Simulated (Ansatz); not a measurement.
## Relaxing Al2Ru

These are results of DFT r2SCAN, scalar-relativistic, plane waves, PAW (Ansatz), not measurements. Cutoff 500 eV, Γ-centred k mesh, Gaussian smearing, no spin polarisation in the final step.

This is the end of a relaxation of cell and atoms.

```xyz
6
Lattice="0.0000 3.4733 3.4733 3.4733 0.0000 3.4733 3.4733 3.4733 0.0000" Properties=species:S:1:pos:R:3 pbc="T T T"
Al    0.8683    0.8683    0.8683
Al    0.8683    2.6050    2.6050
Al    2.6050    2.6050    0.8683
Al    2.6050    0.8683    2.6050
Ru    3.4733    3.4733    3.4733
Ru    5.2100    5.2100    5.2100
```

Energies over the elements count from the elements' standard structures at the same level, with no empirical corrections.

(1) What space group does it have?

(2) How far does it lie from the elements in energy?

(3) Is it a metal?

Answers

(1) Fd-3m (No. 227). Conventional cell: a = 6.947 Å. Around Al lie 6 Al at 2.46 Å and 6 Ru at 2.88 Å; around Ru lie 12 Al at 2.88 Å and 4 Ru at 3.01 Å.

(2) -0.03 eV/atom.

(3) Yes, bands cross the Fermi level on the 10×10×10 mesh.

The final run used a 10×10×10 mesh on its 6-atom cell and 0.10 eV smearing. For metals, differences of a few meV/atom aren't resolved. The cell came from a trial start, so Al2Ru may not exist in this structure.

Cost: 2 runs of about 0.82 core-minutes in all, on Arm Neoverse V1 (shared hosts).